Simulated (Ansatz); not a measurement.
# CH3NaS: ionisation energy by level of theory

One table from this session's results is given with a row withheld; the runs are named, their logs left out.

The runs use Ansatz 0.2.0, Gaussian basis; unrestricted cation, the program's frozen cores in correlated methods.

The runs, in order: UKS PBE-D4/def2-TZVPP; UKS r2SCAN-D4/def2-TZVPP; UKS PBE0-D4/def2-TZVPP; UKS B3LYP-D4/def2-TZVPP; UKS wB97X-V/def2-TZVPP; UKS wB97M-V/def2-TZVPP; UKS B2PLYP/def2-TZVPP; UHF-CCSD(T)/def2-TZVPP; UHF-MP2/def2-QZVPP; extrapolation to the limit; then −ε(HOMO) from the neutral's earlier runs with LDA (SPW92), PBE-D4, revPBE-D4, BLYP-D4, r2SCAN-D4, B97M-V, PBE0-D4, B3LYP-D4, r2SCANh-D4, r2SCAN0-D4, HSE06-D4, BHLYP-D4, CAM-B3LYP-D4, LC-ωPBE, ωB97X-V, ωB97M-V.

## Structure used throughout

All runs share one geometry, relaxed beforehand with PBE0-D4 in a triple-zeta def2 set.

SMILES `C[S][Na]`, 6 atoms, charge 0, spin multiplicity 1.

Atoms are counted from 1 here; the program's logs count them from 0.

Bond lengths: C1–S2 1.822 Å, C1–H4 1.092 Å, C1–H5 1.092 Å, C1–H6 1.092 Å, S2–Na3 2.478 Å. Angles: S2–C1–H4 108.5°, S2–C1–H5 112.2°, S2–C1–H6 112.2°, H4–C1–H5 107.6°, H4–C1–H6 107.6°, H5–C1–H6 108.6°, C1–S2–Na3 107.5°.

Geometry (Å):

```xyz
6

C    -0.4131    0.3317   -0.3919
S    -0.1689   -1.2224    0.5271
Na    2.0353   -1.0830    1.6515
H    -1.3857    0.2927   -0.8869
H     0.3449    0.4767   -1.1650
H    -0.4125    1.2043    0.2652
```

The first run:

in.yaml reads:

```yaml
crystal:
  periodic: [false, false, false]
  atoms:
    - {symbol: C, position_ang: [-0.413059, 0.331722, -0.391937]}
    - {symbol: S, position_ang: [-0.168930, -1.222360, 0.527131]}
    - {symbol: Na, position_ang: [2.035293, -1.083021, 1.651546]}
    - {symbol: H, position_ang: [-1.385677, 0.292656, -0.886910]}
    - {symbol: H, position_ang: [0.344861, 0.476737, -1.165006]}
    - {symbol: H, position_ang: [-0.412488, 1.204265, 0.265176]}
basis:
  gaussian: {orbitals: def2-TZVPP}
total_charge: 1
magnetization: {spin_polarized: true, initial_magnetization: 1}
hamiltonian: {xc: pbe, dispersion: d4}
```

Steps of the session up to this table: Cation, UKS PBE-D4/def2-TZVPP; Cation, UKS r2SCAN-D4/def2-TZVPP; Cation, UKS PBE0-D4/def2-TZVPP; Cation, UKS B3LYP-D4/def2-TZVPP; Cation, UKS wB97X-V/def2-TZVPP; Cation, UKS wB97M-V/def2-TZVPP; Cation, UKS B2PLYP (frozen core)/def2-TZVPP; Cation, UHF-CCSD(T)/def2-TZVPP; Cation, UHF-MP2/def2-QZVPP.

One of the session's tables, all rows but one given; the rest of the session is left out.

For comparison, −ε(HOMO) of the neutral from earlier runs:

| functional | −ε(HOMO) (eV) |
| --- | --- |
| LDA (SPW92) | 3.84 |
| PBE-D4 | 3.73 |
| revPBE-D4 | ? |
| BLYP-D4 | 3.64 |
| r2SCAN-D4 | 3.79 |
| B97M-V | 3.90 |
| PBE0-D4 | 4.74 |
| B3LYP-D4 | 4.59 |
| r2SCANh-D4 | 4.19 |
| r2SCAN0-D4 | 4.81 |
| HSE06-D4 | 4.35 |
| BHLYP-D4 | 5.72 |
| CAM-B3LYP-D4 | 6.03 |
| LC-ωPBE | 7.27 |
| ωB97X-V | 6.96 |
| ωB97M-V | 6.88 |

Q: Estimate the row for revPBE-D4 from the others.

The run gave: −ε(HOMO) (eV): 3.68. In the column «−ε(HOMO) (eV)» it lies between BLYP-D4 (3.64) and PBE-D4 (3.73).
